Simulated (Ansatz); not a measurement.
# ClH₂OSi− (SMILES O[SiH-]Cl): one structure at several levels

A test off equilibrium: a structure displaced at random from a GFN2-xTB minimum is computed at several levels, and each is set against CCSD(T).

Program: Ansatz 0.2.0, Gaussian basis. Level of theory: single points in def2-TZVPPD. These are calculated values, not measurements.

Cores are frozen in the correlated methods.

## (1) Starting geometry

SMILES `O[SiH-]Cl`, 5 atoms, charge -1, spin multiplicity 1.

Atoms are counted from 1 here; the program's logs count them from 0.

Bond lengths: O1–Si2 1.632 Å, O1–H4 1.001 Å, Si2–H5 1.514 Å. Angles: Si2–O1–H4 126.7°, O1–Si2–H5 99.9°.

Geometry (Å):

```xyz
5
charge -1, multiplicity 1
O    -1.03330   -0.50670   -0.28640
Si   -0.42860    0.73110    0.58790
Cl    1.62970   -0.58240    1.31320
H    -0.56510   -1.00840   -1.01490
H     0.32390    1.47260   -0.49630
```

## (2) CCSD(T)/def2-TZVPPD

File run/in.yaml:

```yaml
crystal:
  periodic: [false, false, false]
  atoms:
    - {symbol: O, position_ang: [-1.033300, -0.506700, -0.286400]}
    - {symbol: Si, position_ang: [-0.428600, 0.731100, 0.587900]}
    - {symbol: Cl, position_ang: [1.629700, -0.582400, 1.313200]}
    - {symbol: H, position_ang: [-0.565100, -1.008400, -1.014900]}
    - {symbol: H, position_ang: [0.323900, 1.472600, -0.496300]}
basis:
  gaussian: {orbitals: "def2-TZVPPD.json"}
total_charge: -1
correlation: {method: ccsd_t}
output: {forces: true}
```

The basis file named in the input lies beside it (Basis Set Exchange, JSON).

No record of the launch command was kept for these runs.

## (3) PBE0-D4/def2-TZVPPD

Edit run/in.yaml of step 2 so:

```diff
@@ -11,3 +11,3 @@
 total_charge: -1
-correlation: {method: ccsd_t}
-output: {forces: true}
+hamiltonian: {xc: pbe0, dispersion: d4}
+output: {forces: true, orbitals: {seedname: orbitals}}
```

## (4) wB97M-V/def2-TZVPPD

Edit run/in.yaml of step 3 so:

```diff
@@ -11,3 +11,3 @@
 total_charge: -1
-hamiltonian: {xc: pbe0, dispersion: d4}
-output: {forces: true, orbitals: {seedname: orbitals}}
+hamiltonian: {xc: {name: wB97M-V}}
+output: {forces: true}
```

## (5) r2SCAN-D4/def2-TZVPPD

Edit run/in.yaml of step 4 so:

```diff
@@ -11,3 +11,3 @@
 total_charge: -1
-hamiltonian: {xc: {name: wB97M-V}}
+hamiltonian: {xc: r2scan, dispersion: d4}
 output: {forces: true}
```

## (6) PBE-D4/def2-TZVPPD

Edit run/in.yaml of step 5 so:

```diff
@@ -11,3 +11,3 @@
 total_charge: -1
-hamiltonian: {xc: r2scan, dispersion: d4}
+hamiltonian: {xc: pbe, dispersion: d4}
 output: {forces: true}
```

## (7) SPW92/def2-TZVPPD

Edit run/in.yaml of step 6 so:

```diff
@@ -11,3 +11,3 @@
 total_charge: -1
-hamiltonian: {xc: pbe, dispersion: d4}
+hamiltonian: {xc: lda}
 output: {forces: true}
```

## (8) r2SCAN0-D4/def2-TZVPPD

Edit run/in.yaml of step 7 so:

```diff
@@ -11,3 +11,3 @@
 total_charge: -1
-hamiltonian: {xc: lda}
+hamiltonian: {xc: {name: r2SCAN0}, dispersion: d4}
 output: {forces: true}
```

(Steps that only read results are left out.)

Q: Predict the outcome of this session. Wanted: RMS force component; RMS force error; HOMO and LUMO, PBE0-D4; T1 diagnostic.

The runs gave:

| quantity | value |
| --- | --- |
| RMS force component | 0.959 to 1.196 eV/Å over the methods |
| RMS force error | PBE0-D4 0.114, wB97M-V 0.063, r2SCAN-D4 0.121, PBE-D4 0.226, SPW92 0.334, r2SCAN0-D4 0.201 eV/Å |
| HOMO and LUMO, PBE0-D4 | -0.81 and 3.57 eV |
| T1 diagnostic | 0.013 |

What this shows: For forces wB97M-V does best and SPW92 worst. Frozen-core CCSD(T) forces in triple zeta carry basis errors of their own, and this is one geometry, so small gaps rank nothing.
